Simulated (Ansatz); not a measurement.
[AlH4]- (AlH₄⁻). Charge -1, multiplicity 1. Geometry r2SCAN-D4/def2-TZVPD.

```xyz
5

Al    0.0008   -0.0004   -0.0004
H     0.2923   -0.4849    1.5441
H    -0.5677    1.5430    0.0092
H    -1.1208   -0.9913   -0.6828
H     1.3954   -0.0664   -0.8701
```

(1) Estimate the orbital energies around the gap (eV) in Ansatz with PBE-D4/def2-SVPD, PBE-D4/def2-TZVPD, revPBE-D4/def2-TZVPD, BLYP-D4/def2-TZVPD, r2SCAN0-D4/def2-TZVPD.

Results:

(1) 
```csv
orbital,PBE-D4/def2-SVPD,PBE-D4/def2-TZVPD,revPBE-D4/def2-TZVPD,BLYP-D4/def2-TZVPD,r2SCAN0-D4/def2-TZVPD
HOMO−5,-62.20,-61.97,-61.94,-62.18,-68.09
HOMO−4,-62.20,-61.97,-61.94,-62.18,-68.09
HOMO−3,-4.29,-4.38,-4.31,-4.24,-6.15
HOMO−2,-1.05,-1.13,-1.10,-1.05,-2.53
HOMO−1,-1.05,-1.13,-1.10,-1.05,-2.53
HOMO,-1.05,-1.12,-1.09,-1.04,-2.52
LUMO,3.87,3.65,3.59,3.64,4.61
LUMO+1,5.40,4.93,4.97,5.01,5.90
LUMO+2,5.40,4.93,4.97,5.01,5.90
LUMO+3,5.41,4.93,4.97,5.01,5.90
LUMO+4,6.00,5.31,5.30,5.35,6.34
LUMO+5,6.00,5.31,5.30,5.35,6.34
```
